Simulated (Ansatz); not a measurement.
Compare A (`N/C=C\F`) with its isomer B (`CC(=N)F`).

Computed with Ansatz on PBE0-D4/def2-TZVP structures; ΔE is electronic, products minus reactants. CCSD(T)/CBS adds triple-zeta CCSD(T) − MP2 to the extrapolated MP2 energy (def2 sets, frozen cores). DFT in def2-TZVPP. B3LYP here is the variant with VWN-RPA as its local correlation; programs differ in this. Each species was taken in one conformer, which may not be the lowest.

A:

Z-matrix (Å, degrees):
```
N
C 1 1.384
H 1 1.008 2 114.3
H 1 1.007 2 114.9 3 131.8
C 2 1.326 1 125.6 3 16.8
H 2 1.083 1 116.5 3 -167.4
F 5 1.352 2 120.4 1 -3.9
H 5 1.079 2 125.7 1 175.1
```

B:

```xyz
8

C    -0.667    0.364    0.340
C     0.454   -0.529   -0.062
N     1.364   -0.399   -0.904
F     0.426   -1.667    0.648
H    -0.653    1.292   -0.229
H    -1.619   -0.146    0.180
H    -0.593    0.590    1.406
H     1.288    0.495   -1.379
```

Q: Which is lower in electronic energy at CCSD(T)/CBS, and by how much? (An estimate is asked.)

A: Computed: B, by 62.5 kJ/mol.

Q: Give E(B) − E(A) in kJ/mol with HF/def2-TZVPP, CCSD(T)/def2-SVP, B3LYP-D4, B3LYP, BLYP-D4, CCSD(T)/def2-TZVPP, CCSD/def2-TZVPP. (Best estimate.)

A: Computed: HF/def2-TZVPP -70.7, CCSD(T)/def2-SVP -73.3, B3LYP-D4 -59.5, B3LYP -59.6, BLYP-D4 -58.6, CCSD(T)/def2-TZVPP -68.1, CCSD/def2-TZVPP -67.7. None reverses the order clearly.

Q: Does the order hold for the free energy at 298.15 K (harmonic terms from PBE0-D4)? (An estimate is asked.)

A: Ansatz gave: Yes: G(B) − G(A) = -64.3 kJ/mol, for one conformer each.

Largest T1 diagnostic: 0.012.

At CCSD(T), def2-SVP lies −10.8 kJ/mol from the extrapolated value and def2-TZVPP −5.5 kJ/mol. From BLYP to BHLYP (50 % exact exchange), in def2-TZVPP and without D4, E(B) − E(A) moves by −3.6 kJ/mol.
